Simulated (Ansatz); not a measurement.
Consider Cu in the fcc (Cu type) structure (space group Fm-3m, No. 225; a = 3.5638 Å).

Computed with PBEsol (Ansatz, a first-principles code), scalar-relativistic without spin-orbit coupling.

One thing is altered: every Cu is replaced by Ni, then cell and atoms are relaxed.

Measured lattice parameter a: Cu 3.595 Å (static lattice; corrected from measurement; as listed in Gábor I. Csonka et al., Physical Review B (2009)); Ni 3.508 Å (static lattice; corrected from measurement; as listed in Daniel Mejia-Rodriguez, S. B. Trickey, Phys. Rev. B (2018)).

Q: How well does PBEsol reproduce the measured shift?

A: With PBEsol the lattice parameter a moves by -0.101 Å (3.564 → 3.463) against -0.087 Å measured.

The magnetic state is the one reached from the starting moments; the real material's order can differ, and small cells can't hold many antiferromagnetic ones. No phonon test of stability was made. Spin-polarised in the final run: Ni; the other runs are not.
